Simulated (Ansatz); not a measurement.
Ansatz (a first-principles code) input (CCSD(T)/cc-pVTZ):

Ansatz 0.2 input:
```yaml
crystal:
  periodic: [false, false, false]
  atoms:
    - {symbol: C, position_ang: [-0.06202131, -0.12897927, 0.24357143]}
    - {symbol: C, position_ang: [-0.00836144, -0.78607026, -0.96303711]}
    - {symbol: C, position_ang: [-0.01037813, 0.73506140, -0.97201260]}
    - {symbol: C, position_ang: [-0.03390126, -0.02224928, 1.59714360]}
    - {symbol: H, position_ang: [0.77768823, -1.43566092, -1.33626297]}
    - {symbol: H, position_ang: [0.90443913, 1.34040822, -1.07804562]}
    - {symbol: H, position_ang: [-0.89271719, 1.26925688, -1.34476163]}
    - {symbol: H, position_ang: [0.07922200, -0.89460119, 2.23650899]}
    - {symbol: H, position_ang: [-0.18065935, 0.93402158, 2.08856936]}
basis:
  gaussian:
    orbitals: cc-pVTZ
total_charge: -1
magnetization: {spin_polarized: false}
correlation: {method: ccsd_t, electrons: outside_noble_gas}
```

End of the output:

```
integrals: 0.71 GiB planned
1076 factors; integrals over basis functions are off by at most 1.2e-3 eV
mean field: 0.65 GiB planned
mean field evaluation 1: about -4196.3012 eV, gradient 2.4e1 eV
mean field evaluation 2: about -4196.3037 eV, gradient 2.4e1 eV
mean field evaluation 4: about -4198.2262 eV, gradient 3.4e0 eV
mean field evaluation 8: about -4198.2625 eV, gradient 9.5e-4 eV
mean field evaluation 16: about -4198.2598 eV, gradient 5.9e-1 eV
mean field -4198.26248770 eV, -154.2833007385 hartree, gradient 5.0e-6 eV, S^2 0.000000; 0 other end points of the search recorded, 0 dependent functions left out
4 core orbitals not correlated
reference -4198.26248770 eV, -154.2833007385 hartree; 11, 11 occupied and 175, 175 virtual orbitals, 1076 factors
second order -18.37037766 eV of doubles, -0.00000000 eV of singles
coupled cluster: 2.15 GiB planned
cycle   1  -18.43507490 eV  change   -6.5e-2 eV  update   1.0e-1
cycle   2  -18.91702734 eV  change   -4.8e-1 eV  update   3.0e-2
cycle   3  -19.02170628 eV  change   -1.0e-1 eV  update   1.7e-2
cycle   4  -19.01168528 eV  change    1.0e-2 eV  update   5.2e-3
cycle   5  -19.01132805 eV  change    3.6e-4 eV  update   3.0e-3
cycle   6  -19.01149618 eV  change   -1.7e-4 eV  update   9.8e-4
cycle   7  -19.01102671 eV  change    4.7e-4 eV  update   4.8e-4
cycle   8  -19.01100655 eV  change    2.0e-5 eV  update   1.9e-4
cycle   9  -19.01106442 eV  change   -5.8e-5 eV  update   7.5e-5
cycle  10  -19.01103341 eV  change    3.1e-5 eV  update   2.6e-5
cycle  11  -19.01105080 eV  change   -1.7e-5 eV  update   1.0e-5
perturbative correction -0.95578805 eV, -0.0351245630 hartree
Total energy: -4218.22932656 eV, -155.0170685324 hartree
```

It need not be the lowest isomer of its formula. Whether it binds its extra electron was not tested at this geometry.
